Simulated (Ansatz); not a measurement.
Ansatz results at the PBE0-D4/def2-TZVP geometry: size of the dipole moment (PBE/def2-TZVPP) 1.05 D; HOMO energy (B3LYP/def2-TZVPP) -5.66 eV; LUMO energy (PBE0/def2-TZVPP) 0.88 eV.

Each molecule was computed in one conformer, which needn't be the lowest.

Question: Which molecule gave them?
A. `N=CCN`
B. `C=NC(=N)F`
C. `CNC=O`
D. `C=C(N)O`

Answer: D. The others give `CNC=O`: 3.83, -7.23, 0.72; `C=NC(=N)F`: 2.89, -8.38, -2.10; `N=CCN`: 1.99, -6.80, -0.08.

B3LYP here is the variant with VWN-RPA as its local correlation; programs differ in this.
